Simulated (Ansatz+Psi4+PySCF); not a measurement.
A calculation with Psi4 1.11.

```
molecule {
1 2
O 0.000000 0.000000 0.000000
O 0.000000 1.191260 0.530380
O 0.000000 -1.074330 0.478320
}

set basis cc-pVTZ
set reference uhf
set scf_type pk
set mp2_type conv
set cc_type conv
set num_frozen_docc 3
energy('mp2')
```

The input is written out from the run's settings.

The run gave:

| Quantity | Value |
| --- | --- |
| Converged | yes |
| Reference energy | -223.88210 hartree |
| Correlation energy | -0.78194 hartree |
| Total energy | -224.66405 hartree |
| Spin squared of the determinant | 0.846 |
| Occupied orbitals by symmetry in an Abelian subgroup (alpha; beta) | 10 Ap 2 App; 9 Ap 2 App |

The reference isn't the lowest determinant (another lies 2.99 eV lower), but the same method gives a higher total on the lower determinant. Caution: MP2 on this radical cation hangs on the determinant chosen.
